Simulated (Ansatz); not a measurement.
Reaction (substitution at a C–F bond): `C=C=C(O)F` + HCl → `C=C=C(O)Cl` + H–F

Gas-phase electronic energies from Ansatz, PBE0-D4/def2-TZVP geometries. CCSD(T)/CBS is the MP2 limit (def2-TZVPP, def2-QZVPP) plus CCSD(T) − MP2 in def2-TZVPP, frozen cores. This one scheme is used for every species. Functionals use def2-TZVPP. B3LYP here is the variant with VWN-RPA as its local correlation; programs differ in this. HSE06 is defined as in plane-wave codes. Each species was taken in one conformer, which may not be the lowest.

```csv
level,ΔE (kJ/mol),difference from CCSD(T)/CBS
PBE-D4,-8.3,6.1
revPBE-D4,-12.9,1.5
BLYP-D4,-7.4,7.0
r2SCAN-D4,-1.6,12.8
B97M-V,3.8,18.2
B3LYP-D4,-4.5,9.9
r2SCANh-D4,-1.8,12.6
r2SCAN0-D4,-2.0,12.4
HSE06-D4,-6.3,8.1
BHLYP-D4,0.1,14.5
ωB97X-V,0.5,14.9
ωB97M-V,-1.9,12.5
B2PLYP,-4.7,9.7
PBE-QIDH,-7.8,6.6
PBE,-4.8,9.6
revPBE,-4.7,9.7
BLYP,0.1,14.5
PBE0,-3.2,11.2
B3LYP,1.3,15.7
r2SCANh,-0.9,13.5
r2SCAN0,-1.0,13.4
HSE06,-3.5,10.9
BHLYP,5.0,19.4
LC-ωPBE,1.4,15.8
RPA@PBE/def2-TZVPP,-3.5,10.9
HF/def2-SVP,32.2,46.6
MP2/def2-SVP,4.3,18.7
CCSD/def2-SVP,14.0,28.4
CCSD(T)/def2-SVP,11.9,26.3
HF/def2-TZVPP,14.8,29.2
MP2/def2-TZVPP,-18.5,-4.1
SCS-MP2/def2-TZVPP,-11.7,2.7
CCSD/def2-TZVPP,-3.6,10.8
CCSD(T)/def2-TZVPP,-7.4,7.0
HF/def2-QZVPP,14.4,28.8
MP2/def2-QZVPP,-22.7,-8.3
SCS-MP2/def2-QZVPP,-15.7,-1.3
HF/CBS(def2),14.4,28.8
MP2/CBS(def2),-25.5,-11.1
CCSD/CBS(def2),-10.6,3.8
CCSD(T)/CBS,-14.4,0
```

Task: What do rigid-rotor, harmonic-oscillator terms from PBE0-D4/def2-TZVP frequencies (298.15 K, 1 bar) make of the CCSD(T)/CBS value? (Best estimate.)

Result: Ansatz gave: ΔZPE = +2.1 kJ/mol, ΔH = -11.4 kJ/mol, ΔS = -1 J/(mol·K), ΔG = -11.0 kJ/mol.

Largest T1 diagnostic among the species: 0.013.

Leaving LDA and LC-ωPBE aside and taking each functional with its dispersion term where it has one, the values spread over 16.7 kJ/mol, from revPBE-D4 to B97M-V. The D4 term adds −5.8 kJ/mol with B3LYP and −3.0 kJ/mol with PBE0; it sums over pairs of atoms, weighted by their polarisabilities, and B3LYP, whose exchange is more repulsive, gets the larger term. At CCSD(T), def2-SVP lies +26.3 kJ/mol from the extrapolated value and def2-TZVPP +7.0 kJ/mol.
